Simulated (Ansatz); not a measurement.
This geometry of C2H2OS (6 atoms, charge 0, multiplicity 1) is a first-order saddle point.

All numbers below come from Ansatz 0.2.0, RKS PBE0/def2-SVP.

```xyz
6
Properties=species:S:1:pos:R:3
C 1.332 0.685 -0.063
C 0.585 -0.269 -0.015
O -0.199 -1.289 0.035
S -1.909 -0.995 0.091
H 2.013 1.512 -0.105
H -1.823 0.356 0.058
```

(1) Which two structures does it join? (They come from a converged band through this point; their orientation in space is the band's.)

(2) How far does it lie above each of them?

Answers

(1) No bond is made or broken. The dihedral C2–O3–S4–H6 goes from -83 to 83°. The two ends are copies of one structure, up to a mirror image or an exchange of like atoms.

Image 0:

```xyz
6
Properties=species:S:1:pos:R:3
C 1.514 0.619 -0.124
C 0.604 -0.113 0.193
O -0.344 -0.905 0.588
S -1.756 -0.980 -0.392
H 2.329 1.258 -0.403
H -2.346 0.120 0.139
```

Image 6:

```xyz
6
Properties=species:S:1:pos:R:3
C 1.495 0.603 -0.300
C 0.555 -0.160 -0.285
O -0.437 -0.994 -0.326
S -1.624 -0.856 0.912
H 2.336 1.269 -0.316
H -2.325 0.139 0.314
```

(2) 2.7 kcal/mol above the first and 2.7 kcal/mol above the second. This is the barrier of this one path; another mechanism may lie lower.

The run took 78 s on 1 thread of Arm Neoverse V1, with other jobs on the host, peak memory 0.13 GiB.
